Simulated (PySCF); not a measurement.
# Vertical excitation energies

Ethyl isopropyl sulfide, C5H12S.
SMILES: `CCSC(C)C`

Theory: TDDFT CAM-B3LYP/def2-SVPD, vertical, gas phase, core orbitals frozen in the response (PySCF 2.14.0, density-fitted response routines). Geometry: PBE0-D3(BJ)/def2-SVP, one conformer, isolated molecule. Torsions of this conformer, `[CH3:1][CH2:2][S:3][CH:4]([CH3:5])[CH3:6]`: C1–C2–S3–C4 66°, C2–S3–C4–C5 64°.

```
state  E (eV)  E (hartree)       f  main configurations (H = HOMO, L = LUMO)
   S1    5.61       0.2060  0.0005                  H→L+1 (68%), H→L+4 (13%)
   S2    6.19       0.2275   0.045                                 H→L (86%)
   S3    6.51       0.2391  0.0097                               H→L+2 (78%)
   S4    6.84       0.2514   0.025                  H→L+3 (68%), H→L+4 (22%)
   S5    7.16       0.2631  0.0031     H→L+4 (26%), H→L+1 (22%), H→L+3 (19%)
   S6    7.42       0.2726   0.024                  H→L+5 (51%), H→L+6 (24%)
   S7    7.89       0.2898   0.018    H→L+7 (49%), H→L+4 (14%), H→L+10 (13%)
   S8    7.97       0.2929   0.043     H→L+9 (34%), H→L+8 (28%), H→L+4 (13%)
   S9    8.04       0.2954   0.057                  H→L+6 (59%), H→L+5 (24%)
  S10    8.15       0.2996   0.068                             H-1→L+1 (67%)
```

Triplets, Tamm–Dancoff:

```tsv
state	E (eV)	λ (nm)	main configurations (H = HOMO, L = LUMO)
T1	5.17	239.6	H→L+1 (56%), H→L+4 (17%), H→L+9 (8%)
T2	5.95	208.3	H→L+2 (30%), H→L (20%), H→L+5 (14%)
T3	6.07	204.2	H→L (63%), H→L+2 (22%)
T4	6.64	186.9	H→L+3 (43%), H→L+4 (24%), H→L+2 (16%)
```

The lowest singlet comes at 221 nm (541 kJ/mol) in the ultraviolet; it is very weak; its leading configuration is HOMO→LUMO+1 (68%). The strongest level in the table is S10 at 8.15 eV (152 nm, f = 0.068). It is the last of those listed, so stronger ones may follow. Löwdin shares by element: HOMO sulfur 70%, carbon 17% or more; LUMO carbon 27% or more, sulfur 13%, hydrogen 6% or more (atoms not listed hold the other 54%). Of the 10 states listed, 7 reach f = 0.01 and none stays under 0.0005. Orbital energies (eV): HOMO-3 -11.20, HOMO-2 -10.57, HOMO-1 -9.69, HOMO -7.60, LUMO 1.26, LUMO+1 1.50, LUMO+2 1.77. The listed states span 2.55 eV, and the widest gap between neighbours is 0.58 eV (S1 to S2). The vertical ionisation energy (ΔSCF) is 8.39 eV, 0.23 eV above S10. Singlets were solved by full linear response, triplets in the Tamm–Dancoff approximation.

The run took 86 s of wall time on an Arm Neoverse V1 with one thread, on a shared host.
